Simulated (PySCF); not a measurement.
Isomerisation enthalpies of C4H4N2

**Measured values to compare with.**

CRC Handbook of Chemistry and Physics lists, for the gas at 298.15 K: enthalpy of formation of `c1cnccn1` (pyrazine) 196.1 kJ/mol; enthalpy of formation of `N#CCCC#N` 209.7 kJ/mol.

The runs below try to reproduce these values; the comparison stands at the end.

Differences of these values give the isomerisation enthalpies. Geometries: PBE0-D3(BJ)/def2-TZVP; runs in PySCF, gas phase, with a dispersion term only where the level names one. Total electronic energies (Eh):

```csv
SMILES,PBE0-D3(BJ)/def2-TZVP,B97-2/pcSseg-2,KT3/pcSseg-2,PBE0/pcSseg-2
c1cnccn1,-264.11029,-264.31389,-268.59079,-264.10209
N#CCCC#N,-264.08882,-264.29850,-268.56499,-264.08126
```

Geometry of `c1cnccn1` (Å):
```
atom  x, y, z in Å
C1     0.795   -0.084    1.059
C2     1.208    0.538   -0.111
N3     0.423    0.623   -1.177
C4    -0.782    0.079   -1.059
C5    -1.195   -0.542    0.112
N6    -0.410   -0.627    1.178
H7     1.453   -0.143    1.921
H8     2.198    0.978   -0.188
H9    -1.440    0.138   -1.920
H10   -2.186   -0.981    0.189
```

Geometry of `N#CCCC#N` (Å):
```
atom  x, y, z in Å
N1    -2.2216   -1.9483    0.1491
C2    -1.2469   -1.3603    0.3046
C3    -0.0235   -0.5971    0.4823
C4     0.0268    0.5989   -0.4793
C5     1.2627    1.3462   -0.3200
N6     2.2474    1.9210   -0.1793
H7     0.0315   -0.2525    1.5175
H8     0.8328   -1.2542    0.3136
H9    -0.0491    0.2569   -1.5139
H10   -0.8177    1.2673   -0.2966
```

Zero-point and thermal terms are left out, so the computed numbers are electronic energies.

**Comparison with experiment**

Relative to `c1cnccn1`, the lowest by measurement, in kJ/mol (measured: enthalpies at 298.15 K; computed: electronic energies):

```json
{"SMILES": "c1cnccn1", "measured": "0.0", "PBE0-D3(BJ)/def2-TZVP": "0.0", "B97-2/pcSseg-2": "0.0", "KT3/pcSseg-2": "0.0", "PBE0/pcSseg-2": "0.0"}
{"SMILES": "N#CCCC#N", "measured": "13.6", "PBE0-D3(BJ)/def2-TZVP": "56.4", "B97-2/pcSseg-2": "40.4", "KT3/pcSseg-2": "67.7", "PBE0/pcSseg-2": "54.7"}
```

Measured values: 196.1 kJ/mol (298.15 K; CRC Handbook of Chemistry and Physics) for the first row; the others come from the same table. Unsigned miss: B97-2/pcSseg-2 26.8, PBE0/pcSseg-2 41.1, PBE0-D3(BJ)/def2-TZVP 42.8, KT3/pcSseg-2 54.1 kJ/mol. One conformer stands for `N#CCCC#N`, not necessarily the lowest, while the measurement averages over conformers. Where a level misses, the cause wasn't examined.
